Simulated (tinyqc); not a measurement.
Worked calculation (part 1 of 2): CCSD on RHF in the sto-6g basis, frozen core, for H2O, spin multiplicity 1. Computed by tinyqc, a small Python program that keeps every step (integrals from PySCF). Settings: charge = 0, multiplicity = 1, basis = sto-6g, method = RHF, frozen orbitals = 1, energy threshold = 1e-10, iteration cap = 66, orthogonalisation = symmetric, start = Wolfsberg-Helmholz matrix, DIIS depth = 6, amplitude equations = CCSD, DIIS depth for amplitudes = 0, cap on updates = 88. Command: `OMP_NUM_THREADS=1 python tinyqc.py 21445 21446 out.jsonl` (the two numbers bound the seeds that draw the settings). One thread of a shared host (Intel(R) Xeon(R) Processor @ 2.60GHz), about 0.4 s of CPU time with the checks. The early iterations of the SCF are left out here.

## One-electron integrals

Geometry (angstrom):
```
atom       x        y       z
O     0.0000   0.0000  0.0000
H     0.0000   0.9180  0.6520
H     0.0000  -0.9710  0.6900
```

Basis sto-6g: exponents (1/bohr^2) and contraction coefficients of normalised primitives:
```
element  l (shell)   exponent  coefficient
O            s (1)  1355.5842       0.0092
O            s (1)   248.5449       0.0494
O            s (1)    69.5339       0.1685
O            s (1)    23.8868       0.3706
O            s (1)     9.2759       0.4165
O            s (1)     3.8203       0.1303
O            s (2)    52.1878      -0.0133
O            s (2)    10.3293      -0.0470
O            s (2)     3.2103      -0.0338
O            s (2)     1.2351       0.2502
O            s (2)     0.5364       0.5951
O            s (2)     0.2459       0.2407
O            p (3)    52.1878       0.0038
O            p (3)    10.3293       0.0377
O            p (3)     3.2103       0.1739
O            p (3)     1.2351       0.4180
O            p (3)     0.5364       0.4259
O            p (3)     0.2459       0.1017
H            s (1)    35.5232       0.0092
H            s (1)     6.5131       0.0494
H            s (1)     1.8221       0.1685
H            s (1)     0.6260       0.3706
H            s (1)     0.2431       0.4165
H            s (1)     0.1001       0.1303
```

Overlap, kinetic and nuclear-attraction integrals over the contracted functions; the nuclear repulsion is the sum of Za Zb / Rab.

nuclear repulsion = 7.593777 hartree

overlap S, order 1O 1s, 1O 2s, 1O 2px, 1O 2py, 1O 2pz, 2H 1s, 3H 1s:
$$\begin{pmatrix}
1.0000 & 0.2311 & 0.0000 & 0.0000 & 0.0000 & 0.0376 & 0.0323 \\
0.2311 & 1.0000 & 0.0000 & 0.0000 & 0.0000 & 0.3735 & 0.3377 \\
0.0000 & 0.0000 & 1.0000 & 0.0000 & 0.0000 & 0.0000 & 0.0000 \\
0.0000 & 0.0000 & 0.0000 & 1.0000 & 0.0000 & 0.2692 & -0.2488 \\
0.0000 & 0.0000 & 0.0000 & 0.0000 & 1.0000 & 0.1912 & 0.1768 \\
0.0376 & 0.3735 & 0.0000 & 0.2692 & 0.1912 & 1.0000 & 0.1429 \\
0.0323 & 0.3377 & 0.0000 & -0.2488 & 0.1768 & 0.1429 & 1.0000
\end{pmatrix}$$

kinetic energy T (hartree), order 1O 1s, 1O 2s, 1O 2px, 1O 2py, 1O 2pz, 2H 1s, 3H 1s:
$$\begin{pmatrix}
29.3272 & -0.8960 & 0.0000 & 0.0000 & 0.0000 & -0.0061 & -0.0065 \\
-0.8960 & 0.8426 & 0.0000 & 0.0000 & 0.0000 & 0.0611 & 0.0425 \\
0.0000 & 0.0000 & 2.5313 & 0.0000 & 0.0000 & 0.0000 & 0.0000 \\
0.0000 & 0.0000 & 0.0000 & 2.5313 & 0.0000 & 0.1392 & -0.1119 \\
0.0000 & 0.0000 & 0.0000 & 0.0000 & 2.5313 & 0.0989 & 0.0795 \\
-0.0061 & 0.0611 & 0.0000 & 0.1392 & 0.0989 & 0.7685 & -0.0102 \\
-0.0065 & 0.0425 & 0.0000 & -0.1119 & 0.0795 & -0.0102 & 0.7685
\end{pmatrix}$$

nuclear attraction V (hartree), order 1O 1s, 1O 2s, 1O 2px, 1O 2py, 1O 2pz, 2H 1s, 3H 1s:
$$\begin{pmatrix}
-62.1725 & -6.3626 & 0.0000 & -0.0010 & -0.0130 & -1.1821 & -1.0152 \\
-6.3626 & -9.9110 & 0.0000 & -0.0111 & -0.1517 & -2.8271 & -2.5085 \\
0.0000 & 0.0000 & -9.8577 & 0.0000 & 0.0000 & 0.0000 & 0.0000 \\
-0.0010 & -0.0111 & 0.0000 & -9.9631 & -0.0055 & -1.8052 & 1.6268 \\
-0.0130 & -0.1517 & 0.0000 & -0.0055 & -9.9109 & -1.3189 & -1.1913 \\
-1.1821 & -2.8271 & 0.0000 & -1.8052 & -1.3189 & -5.2093 & -0.8164 \\
-1.0152 & -2.5085 & 0.0000 & 1.6268 & -1.1913 & -0.8164 & -5.0226
\end{pmatrix}$$

core Hamiltonian H = T + V (hartree), order 1O 1s, 1O 2s, 1O 2px, 1O 2py, 1O 2pz, 2H 1s, 3H 1s:
$$\begin{pmatrix}
-32.8453 & -7.2586 & 0.0000 & -0.0010 & -0.0130 & -1.1882 & -1.0217 \\
-7.2586 & -9.0684 & 0.0000 & -0.0111 & -0.1517 & -2.7660 & -2.4659 \\
0.0000 & 0.0000 & -7.3264 & 0.0000 & 0.0000 & 0.0000 & 0.0000 \\
-0.0010 & -0.0111 & 0.0000 & -7.4318 & -0.0055 & -1.6660 & 1.5149 \\
-0.0130 & -0.1517 & 0.0000 & -0.0055 & -7.3796 & -1.2200 & -1.1118 \\
-1.1882 & -2.7660 & 0.0000 & -1.6660 & -1.2200 & -4.4408 & -0.8265 \\
-1.0217 & -2.4659 & 0.0000 & 1.5149 & -1.1118 & -0.8265 & -4.2541
\end{pmatrix}$$

## Two-electron integrals

Functions are numbered as in S; the eight-fold symmetry (ij|kl) = (ji|kl) = (kl|ij) leaves the list below.

Two-electron integrals (ij|kl) in chemists' order, unique and non-zero (hartree):
```
(11|11) 4.7875      (21|11) 0.6759      (21|21) 0.1215      (22|11) 1.1174
(22|21) 0.2492      (22|22) 0.8174      (31|31) 0.0258      (32|31) 0.0391
(32|32) 0.1807      (33|11) 1.1174      (33|21) 0.2492      (33|22) 0.8174
(33|33) 0.8807      (41|41) 0.0258      (42|41) 0.0391      (42|42) 0.1807
(43|43) 0.0475      (44|11) 1.1174      (44|21) 0.2492      (44|22) 0.8174
(44|33) 0.7857      (44|44) 0.8807      (51|51) 0.0258      (52|51) 0.0391
(52|52) 0.1807      (53|53) 0.0475      (54|54) 0.0475      (55|11) 1.1174
(55|21) 0.2492      (55|22) 0.8174      (55|33) 0.7857      (55|44) 0.7857
(55|55) 0.8807      (61|11) 0.1170      (61|21) 0.0202      (61|22) 0.0405
(61|33) 0.0404      (61|41) 0.0008      (61|42) 0.0016      (61|44) 0.0406
(61|51) 0.0006      (61|52) 0.0011      (61|54) 1.22e-04    (61|55) 0.0405
(61|61) 0.0034      (62|11) 0.2994      (62|21) 0.0678      (62|22) 0.2481
(62|33) 0.2439      (62|41) 0.0044      (62|42) 0.0335      (62|44) 0.2523
(62|51) 0.0032      (62|52) 0.0238      (62|54) 0.0060      (62|55) 0.2481
(62|61) 0.0113      (62|62) 0.0959      (63|31) 0.0073      (63|32) 0.0419
(63|43) 0.0068      (63|53) 0.0049      (63|63) 0.0132      (64|11) 0.1822
(64|21) 0.0418      (64|22) 0.1631      (64|33) 0.1559      (64|41) 0.0097
(64|42) 0.0624      (64|44) 0.1749      (64|51) 0.0017      (64|52) 0.0146
(64|54) 0.0086      (64|55) 0.1586      (64|61) 0.0073      (64|62) 0.0767
(64|64) 0.0737      (65|11) 0.1294      (65|21) 0.0297      (65|22) 0.1159
(65|33) 0.1108      (65|41) 0.0017      (65|42) 0.0146      (65|44) 0.1145
(65|51) 0.0085      (65|52) 0.0523      (65|54) 0.0095      (65|55) 0.1224
(65|61) 0.0052      (65|62) 0.0544      (65|64) 0.0430      (65|65) 0.0437
(66|11) 0.4609      (66|21) 0.1063      (66|22) 0.4463      (66|33) 0.4291
(66|41) 0.0085      (66|42) 0.0896      (66|44) 0.4635      (66|51) 0.0061
(66|52) 0.0636      (66|54) 0.0244      (66|55) 0.4464      (66|61) 0.0179
(66|62) 0.2247      (66|64) 0.2047      (66|65) 0.1454      (66|66) 0.7750
(71|11) 0.1005      (71|21) 0.0173      (71|22) 0.0348      (71|33) 0.0347
(71|41) -0.0007     (71|42) -0.0014     (71|44) 0.0349      (71|51) 4.93e-04
(71|52) 0.0010      (71|54) -1.04e-04   (71|55) 0.0348      (71|61) 0.0029
(71|62) 0.0094      (71|64) 0.0055      (71|65) 0.0043      (71|66) 0.0147
(71|71) 0.0025      (72|11) 0.2656      (72|21) 0.0602      (72|22) 0.2212
(72|33) 0.2174      (72|41) -0.0039     (72|42) -0.0302     (72|44) 0.2250
(72|51) 0.0028      (72|52) 0.0214      (72|54) -0.0054     (72|55) 0.2212
(72|61) 0.0097      (72|62) 0.0673      (72|64) 0.0375      (72|65) 0.0372
(72|66) 0.1264      (72|71) 0.0086      (72|72) 0.0774      (73|31) 0.0064
(73|32) 0.0369      (73|43) -0.0061     (73|53) 0.0043      (73|63) 0.0088
(73|73) 0.0104      (74|11) -0.1647     (74|21) -0.0378     (74|22) -0.1482
(74|33) -0.1417     (74|41) 0.0085      (74|42) 0.0556      (74|44) -0.1587
(74|51) -0.0015     (74|52) -0.0132     (74|54) 0.0077      (74|55) -0.1441
(74|61) -0.0058     (74|62) -0.0385     (74|64) -0.0133     (74|65) -0.0208
(74|66) -0.0666     (74|71) -0.0057     (74|72) -0.0630     (74|74) 0.0610
(75|11) 0.1170      (75|21) 0.0269      (75|22) 0.1053      (75|33) 0.1007
(75|41) -0.0015     (75|42) -0.0132     (75|44) 0.1041      (75|51) 0.0075
(75|52) 0.0464      (75|54) -0.0085     (75|55) 0.1111      (75|61) 0.0045
(75|62) 0.0377      (75|64) 0.0206      (75|65) 0.0292      (75|66) 0.0769
(75|71) 0.0040      (75|72) 0.0448      (75|74) -0.0360     (75|75) 0.0360
(76|11) 0.0817      (76|21) 0.0187      (76|22) 0.0743      (76|33) 0.0727
(76|41) -2.17e-05   (76|42) -2.50e-04   (76|44) 0.0742      (76|51) 0.0014
(76|52) 0.0124      (76|54) -5.93e-05   (76|55) 0.0761      (76|61) 0.0031
(76|62) 0.0282      (76|64) 0.0196      (76|65) 0.0181      (76|66) 0.0685
(76|71) 0.0027      (76|72) 0.0256      (76|74) -0.0183     (76|75) 0.0167
(76|76) 0.0106      (77|11) 0.4377      (77|21) 0.1010      (77|22) 0.4265
(77|33) 0.4106      (77|41) -0.0078     (77|42) -0.0838     (77|44) 0.4424
(77|51) 0.0056      (77|52) 0.0595      (77|54) -0.0226     (77|55) 0.4266
(77|61) 0.0162      (77|62) 0.1357      (77|64) 0.0700      (77|65) 0.0813
(77|66) 0.2786      (77|71) 0.0146      (77|72) 0.1977      (77|74) -0.1831
(77|75) 0.1301      (77|76) 0.0685      (77|77) 0.7750
```

## Orthogonalisation

S = U s U^T; symmetric (Loewdin) form X = U s^(-1/2) U^T, so that X^T S X = 1.

eigenvalues of S: [0.4654, 0.5600, 0.8927, 1.0000, 1.0925, 1.3008, 1.6886]

X, order 1O 1s, 1O 2s, 1O 2px, 1O 2py, 1O 2pz, 2H 1s, 3H 1s:
$$\begin{pmatrix}
1.0222 & -0.1309 & 0.0000 & -0.0007 & -0.0057 & 0.0172 & 0.0157 \\
-0.1309 & 1.1341 & 0.0000 & 0.0093 & 0.0573 & -0.2163 & -0.1867 \\
0.0000 & 0.0000 & 1.0000 & 0.0000 & 0.0000 & 0.0000 & 0.0000 \\
-0.0007 & 0.0093 & 0.0000 & 1.0649 & 0.0042 & -0.1700 & 0.1536 \\
-0.0057 & 0.0573 & 0.0000 & 0.0042 & 1.0290 & -0.1087 & -0.0961 \\
0.0172 & -0.2163 & 0.0000 & -0.1700 & -0.1087 & 1.1181 & -0.0477 \\
0.0157 & -0.1867 & 0.0000 & 0.1536 & -0.0961 & -0.0477 & 1.0953
\end{pmatrix}$$

## Starting guess

The start is the generalised Wolfsberg-Helmholz matrix (K = 1.75) built on H; D = 2 C_occ C_occ^T.

D at the start, order 1O 1s, 1O 2s, 1O 2px, 1O 2py, 1O 2pz, 2H 1s, 3H 1s:
$$\begin{pmatrix}
2.0704 & -0.3000 & 0.0000 & 0.0105 & 0.0812 & -0.1316 & -0.1164 \\
-0.3000 & 1.3592 & 0.0000 & -0.0422 & -0.3104 & 0.3721 & 0.3331 \\
0.0000 & 0.0000 & 2.0000 & 0.0000 & 0.0000 & 0.0000 & 0.0000 \\
0.0105 & -0.0422 & 0.0000 & 1.5654 & -0.0159 & 0.3140 & -0.3148 \\
0.0812 & -0.3104 & 0.0000 & -0.0159 & 1.8750 & 0.1237 & 0.1108 \\
-0.1316 & 0.3721 & 0.0000 & 0.3140 & 0.1237 & 0.1963 & 0.0505 \\
-0.1164 & 0.3331 & 0.0000 & -0.3148 & 0.1108 & 0.0505 & 0.1602
\end{pmatrix}$$

## Iteration 9 (converged): orbitals

converged F (hartree), order 1O 1s, 1O 2s, 1O 2px, 1O 2py, 1O 2pz, 2H 1s, 3H 1s:
$$\begin{pmatrix}
-20.5233 & -4.9638 & 0.0000 & -0.0012 & -0.0234 & -0.8143 & -0.7009 \\
-4.9638 & -2.2945 & 0.0000 & -0.0109 & -0.0558 & -0.7584 & -0.6794 \\
0.0000 & 0.0000 & -0.3900 & 0.0000 & 0.0000 & 0.0000 & 0.0000 \\
-0.0012 & -0.0109 & 0.0000 & -0.2148 & -0.0126 & -0.3609 & 0.3387 \\
-0.0234 & -0.0558 & 0.0000 & -0.0126 & -0.2562 & -0.3012 & -0.2857 \\
-0.8143 & -0.7584 & 0.0000 & -0.3609 & -0.3012 & -0.3954 & -0.1941 \\
-0.7009 & -0.6794 & 0.0000 & 0.3387 & -0.2857 & -0.1941 & -0.3433
\end{pmatrix}$$

Diagonalise F' = X^T F X, C = X C', fill 5 alpha and 5 beta electrons from the bottom; D = 2 C_occ C_occ^T. Each column has its largest component positive (the first on a tie).

F' = X^T F X (hartree):
$$\begin{pmatrix}
-20.1996 & -2.4985 & 0.0000 & -0.0019 & -0.0429 & -0.1078 & -0.0809 \\
-2.4985 & -1.2899 & 0.0000 & 0.0073 & 0.0915 & -0.3913 & -0.3454 \\
0.0000 & 0.0000 & -0.3900 & 0.0000 & 0.0000 & 0.0000 & 0.0000 \\
-0.0019 & 0.0073 & 0.0000 & -0.0115 & -0.0022 & -0.3910 & 0.3665 \\
-0.0429 & 0.0915 & 0.0000 & -0.0022 & -0.1555 & -0.2837 & -0.2651 \\
-0.1078 & -0.3913 & 0.0000 & -0.3910 & -0.2837 & -0.0284 & -0.0516 \\
-0.0809 & -0.3454 & 0.0000 & 0.3665 & -0.2651 & -0.0516 & -0.0386
\end{pmatrix}$$

orbital energies (hartree): MO1 -20.5261, MO2 -1.1968, MO3 -0.5327, MO4 -0.4219, MO5 -0.3900, MO6 0.4098, MO7 0.5442

coefficients C, order 1O 1s, 1O 2s, 1O 2px, 1O 2py, 1O 2pz, 2H 1s, 3H 1s:
$$\begin{pmatrix}
0.9969 & -0.2301 & 0.0114 & 0.0795 & 0.0000 & 0.0943 & -0.0219 \\
0.0138 & 0.9075 & -0.0634 & -0.4356 & 0.0000 & -0.5904 & 0.1492 \\
0.0000 & 0.0000 & 0.0000 & 0.0000 & 1.0000 & 0.0000 & 0.0000 \\
0.0002 & 0.0112 & 0.6024 & -0.0419 & 0.0000 & 0.1599 & 0.8923 \\
0.0021 & 0.0690 & 0.0553 & 0.7516 & 0.0000 & -0.7012 & 0.1374 \\
-0.0027 & 0.1421 & 0.4704 & 0.3049 & 0.0000 & 0.5599 & -0.8321 \\
-0.0024 & 0.1234 & -0.4326 & 0.3805 & 0.0000 & 0.7909 & 0.5451
\end{pmatrix}$$

D after iteration 9, order 1O 1s, 1O 2s, 1O 2px, 1O 2py, 1O 2pz, 2H 1s, 3H 1s:
$$\begin{pmatrix}
2.1064 & -0.4607 & 0.0000 & 0.0023 & 0.0931 & -0.0117 & -0.0109 \\
-0.4607 & 2.0351 & 0.0000 & -0.0195 & -0.5365 & -0.0673 & -0.0526 \\
0.0000 & 0.0000 & 2.0000 & 0.0000 & 0.0000 & 0.0000 & 0.0000 \\
0.0023 & -0.0195 & 0.0000 & 0.7294 & 0.0052 & 0.5443 & -0.5503 \\
0.0931 & -0.5365 & 0.0000 & 0.0052 & 1.1454 & 0.5299 & 0.5411 \\
-0.0117 & -0.0673 & 0.0000 & 0.5443 & 0.5299 & 0.6688 & -0.1399 \\
-0.0109 & -0.0526 & 0.0000 & -0.5503 & 0.5411 & -0.1399 & 0.6944
\end{pmatrix}$$

## Convergence

Stop when the energy changes by less than 1e-10 hartree and every element of the error matrix X^T (F D S - S D F) X is below 3e-06.

Course of the cycle:
```
iteration  E (hartree)     change  largest element of the error matrix
1           -75.141354          -                             4.99e-01
2           -75.604352  -4.63e-01                             1.39e-01
3           -75.624365  -2.00e-02                             3.68e-02
4           -75.626605  -2.24e-03                             7.73e-03
5           -75.626746  -1.41e-04                             2.38e-03
6           -75.626771  -2.48e-05                             5.55e-05
7           -75.626771  -5.56e-09                             1.32e-05
8           -75.626771  -3.35e-10                             1.54e-06
9           -75.626771  -5.27e-12                             7.26e-08
```

PySCF RHF in the same basis = -75.626771 hartree

Converged in 9 iterations.

## Populations, bond orders and dipole

Mulliken: Z minus the diagonal of D S on the atom; Loewdin: the same with S^(1/2) D S^(1/2); Mayer order: 2 sum_s sum (D(s) S)_ij (D(s) S)_ji over the two atoms.

Charges (e):
```
atom  Mulliken  Loewdin
1O     -0.2401  -0.1801
2H      0.1290   0.0955
3H      0.1111   0.0846
```

Mayer bond orders:
```
pair   order
2-1   0.9719
3-1   0.9761
3-2   0.0115
```

dipole moment about the origin, x y z (debye): [0.0000, 0.0446, 1.4683]

## Integrals over molecular orbitals

(pq|rs) = sum C_ip C_jq C_kr C_ls (ij|kl), one index at a time.

one-electron integrals over orbitals h = C^T H C (hartree):
$$\begin{pmatrix}
-32.8329 & 0.5835 & -0.0284 & -0.1926 & 0.0000 & -0.2431 & 0.0566 \\
0.5835 & -7.5889 & 0.0542 & 0.5419 & 0.0000 & 1.1408 & -0.2754 \\
-0.0284 & 0.0542 & -5.9069 & -0.1062 & 0.0000 & -0.2880 & -1.7784 \\
-0.1926 & 0.5419 & -0.1062 & -6.4979 & 0.0000 & 1.3771 & -0.0972 \\
0.0000 & 0.0000 & 0.0000 & 0.0000 & -7.3264 & 0.0000 & 0.0000 \\
-0.2431 & 1.1408 & -0.2880 & 1.3771 & 0.0000 & -5.2392 & -0.0410 \\
0.0566 & -0.2754 & -1.7784 & -0.0972 & 0.0000 & -0.0410 & -5.4995
\end{pmatrix}$$

Two-electron integrals over orbitals (pq|rs), unique and non-zero (hartree); the lowest 1 orbital is frozen and left out:
```
(22|22) 0.7287      (32|22) 0.0021      (32|32) 0.1259      (33|22) 0.6058
(33|32) 2.06e-04    (33|33) 0.5815      (42|22) -0.0323     (42|32) 0.0036
(42|33) 0.0018      (42|42) 0.1301      (43|22) 0.0114      (43|32) 0.0289
(43|33) 0.0082      (43|42) -0.0115     (43|43) 0.0583      (44|22) 0.6599
(44|32) -0.0132     (44|33) 0.5569      (44|42) -0.0893     (44|43) 0.0069
(44|44) 0.6865      (52|52) 0.1532      (53|52) -0.0058     (53|53) 0.0260
(54|52) -0.0409     (54|53) 0.0028      (54|54) 0.0455      (55|22) 0.7606
(55|32) -0.0084     (55|33) 0.5934      (55|42) -0.0791     (55|43) 0.0139
(55|44) 0.6824      (55|55) 0.8807      (62|22) -0.1236     (62|32) 0.0117
(62|33) -0.0610     (62|42) -0.0376     (62|43) -0.0040     (62|44) -0.0581
(62|55) -0.1326     (62|62) 0.0908      (63|22) 0.0308      (63|32) 0.0360
(63|33) 0.0206      (63|42) -0.0111     (63|43) 0.0416      (63|44) 0.0129
(63|55) 0.0335      (63|62) -0.0136     (63|63) 0.0797      (64|22) -0.1391
(64|32) -0.0101     (64|33) -0.0506     (64|42) 0.0478      (64|43) -0.0161
(64|44) -0.1311     (64|55) -0.1577     (64|62) 0.0583      (64|63) -0.0314
(64|64) 0.1073      (65|52) -0.0480     (65|53) 0.0051      (65|54) -0.0080
(65|65) 0.0324      (66|22) 0.5799      (66|32) -0.0264     (66|33) 0.5367
(66|42) 0.0446      (66|43) -0.0229     (66|44) 0.5417      (66|55) 0.5678
(66|62) -0.0848     (66|63) -0.0167     (66|64) -0.0466     (66|66) 0.5816
(72|22) 0.0310      (72|32) 0.0578      (72|33) 0.0075      (72|42) -0.0006
(72|43) -0.0258     (72|44) 0.0198      (72|55) 0.0320      (72|62) -0.0055
(72|63) -0.0243     (72|64) -0.0153     (72|66) 0.0176      (72|72) 0.0722
(73|22) 0.1719      (73|32) -0.0209     (73|33) 0.0872      (73|42) -0.0718
(73|43) -1.80e-05   (73|44) 0.1404      (73|55) 0.2039      (73|62) -0.0633
(73|63) 0.0073      (73|64) -0.1002     (73|66) 0.0516      (73|72) 0.0191
(73|73) 0.1602      (74|22) 0.0069      (74|32) -0.0666     (74|33) 0.0023
(74|42) 0.0020      (74|43) -0.0152     (74|44) 0.0145      (74|55) 0.0108
(74|62) -0.0110     (74|63) -0.0534     (74|64) 0.0071      (74|66) 0.0268
(74|72) -0.0154     (74|73) 0.0216      (74|74) 0.0666      (75|52) 0.0112
(75|53) 0.0233      (75|54) -0.0009     (75|65) -0.0016     (75|75) 0.0259
(76|22) -0.0020     (76|32) -0.0780     (76|33) -0.0007     (76|42) -0.0086
(76|43) -0.0611     (76|44) 0.0146      (76|55) 0.0041      (76|62) 0.0037
(76|63) -0.0627     (76|64) 0.0164      (76|66) 0.0324      (76|72) 0.0006
(76|73) 0.0250      (76|74) 0.0535      (76|76) 0.1019      (77|22) 0.6084
(77|32) 0.0314      (77|33) 0.5752      (77|42) -0.0199     (77|43) 0.0271
(77|44) 0.5679      (77|55) 0.6066      (77|62) -0.0586     (77|63) 0.0429
(77|64) -0.0621     (77|66) 0.5290      (77|72) 0.0152      (77|73) 0.0901
(77|74) -0.0207     (77|76) -0.0331     (77|77) 0.6052
```

## CCSD: starting amplitudes

t_ij^ab = <ij||ab> / (e_i + e_j - e_a - e_b), whose energy is MP2.

Starting amplitudes (spin orbitals 1a, 1b, ...; amplitudes related by a flip of all spins are not repeated; the 24 largest):
```
from      to        t
3a 3b  7a 7b  -0.0744
4a 4b  6a 6b  -0.0645
3a 4b  6b 7a  -0.0525
3a 3b  6a 6b  -0.0423
4a 4b  7a 7b  -0.0345
2a 2b  6a 6b  -0.0282
3a 4b  6a 7b   0.0280
3a 4a  6a 7a  -0.0245
2a 4b  6a 6b  -0.0239
2a 3b  6a 7b   0.0236
2a 2b  7a 7b  -0.0207
5a 5b  6a 6b  -0.0202
3a 4b  6a 6b   0.0177
2a 3a  6a 7a   0.0145
5a 5b  7a 7b  -0.0139
3a 4b  7a 7b  -0.0106
2a 3b  6b 7a  -0.0091
2a 3b  7a 7b  -0.0068
2a 4b  6b 7a  -0.0060
2a 4b  7a 7b   0.0057
2a 3b  6a 6b   0.0053
2a 4b  6a 7b   0.0043
4a 4b  6a 7b  -0.0039
3a 3b  6a 7b  -0.0036
```

correlation energy = -0.055295 hartree

## CCSD: amplitude update 1

t_i^a D_i^a and t_ij^ab D_ij^ab are set to the remaining terms of the spin-orbital equations, evaluated with the old amplitudes; for the doubles these are <ij||ab> + 1/2 <ab||ef> t_ij^ef + 1/2 <mn||ij> t_mn^ab + P(ij)P(ab) <mb||ej> t_im^ae + terms in t^2 + terms with t1, D the orbital-energy denominators.

Amplitudes after update 1 (spin orbitals 1a, 1b, ...; amplitudes related by a flip of all spins are not repeated; the 24 largest):
```
from      to        t
3a 3b  7a 7b  -0.0948
4a 4b  6a 6b  -0.0841
3a 4b  6b 7a  -0.0678
3a 3b  6a 6b  -0.0594
4a 4b  7a 7b  -0.0470
3a 4b  6a 7b   0.0444
2a 4b  6a 6b  -0.0343
2a 2b  6a 6b  -0.0307
2a 3b  6a 7b   0.0293
3a 4b  6a 6b   0.0257
5a 5b  6a 6b  -0.0244
3a 4a  6a 7a  -0.0234
2a 2b  7a 7b  -0.0225
2a 3b  6b 7a  -0.0157
5a 5b  7a 7b  -0.0153
3a 4b  7a 7b  -0.0151
2a 3a  6a 7a   0.0136
4a        6a   0.0119
2a 3b  7a 7b  -0.0094
2a 3b  6a 6b   0.0072
2a 4b  6b 7a  -0.0071
4a 4b  6a 7b  -0.0067
2a 4b  6a 7b   0.0057
2a 4b  7a 7b   0.0046
```

correlation energy = -0.071171 hartree
